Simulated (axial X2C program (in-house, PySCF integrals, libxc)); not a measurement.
**Which molecule has these constants?**

Calculated with an axial X2C code built on PySCF integrals, spin-free (one-electron X2C) or two-component (2c: spin–orbit coupling with atomic mean-field Coulomb and Gaunt terms, which also bring small scalar terms), in Dyall basis sets with cores contracted in-house; open shells are unrestricted.

A two-component PBE0 calculation in a Dyall 3-zeta basis gave Re = 2.749 Å, ωe = 239.9 cm⁻¹, De = 0.96 eV, Ω = 1/2.

Which molecule is it?
A. AlC⁺
B. AlB⁺
C. LiAl⁺
D. AlF⁺
E. AlO⁺

B. The others have AlF⁺ 1.610 Å and 927.4 cm⁻¹ (Ω = 1/2); AlO⁺ 1.741 Å and 758.8 cm⁻¹ (Ω = 2); AlC⁺ 1.939 Å and 615.0 cm⁻¹ (Ω = 1); LiAl⁺ 3.034 Å and 228.5 cm⁻¹ (Ω = 1/2).

Each entry is the lowest single determinant of a limited PBE0 search at one distance. De goes to single-determinant-based atoms at the same level (for ions the charge split of lowest energy) and is withheld (n/a) where an atom does not fit its ground term or J level. Main or longest-lived isotopes. One determinant is a doubtful description, or other states lie close, for AlO⁺, AlC⁺; these need not be ground states, and all values refer to the states named. Some open-shell Ω = 0 determinants are out of reach, so the Ω given for AlO⁺, AlC⁺ need not be the lowest component. With several unpaired electrons the Ω given is that of one determinant, not necessarily of the lowest component. Some light 2c atoms are not at their ground J level, so De misses part of their lowering (0.04 eV or less). The functionals have no current term, which raises determinants with orbital currents.
